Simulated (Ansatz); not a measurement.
Results of PBEsol-D3(BJ) (plane waves, PAW; Ansatz, a program for electronic structure) for solid bromine.

Run with plane-wave cutoff 520 eV, 10×10×4 k mesh (along the axes of the cell as run), Fermi–Dirac smearing 0.01 eV, scalar-relativistic PAW data made under PBE.

Response to compression and expansion:

Shape and atoms are relaxed at each volume.

| V (Å³/atom) | P (GPa) | direct gap at Γ (eV) | smallest gap on the k mesh (eV) | c (Å) |
|---|---|---|---|---|
| 26.656 | 0.73 | 1.334 | 1.108 | 8.407 |
| 27.211 | 0.34 | 1.324 | 1.128 | 8.427 |
| 27.766 | 0.00 | 1.313 | 1.142 | 8.446 |
| 28.322 | -0.28 | 1.300 | 1.153 | 8.467 |
| 28.877 | -0.52 | 1.289 | 1.162 | 8.486 |

The fundamental gap (1.14 eV at the equilibrium volume, with added k points) lies elsewhere than Γ–Γ.

Note: the bulk modulus comes from volumes at which shape and atoms were relaxed.

Spin–orbit coupling is not included.
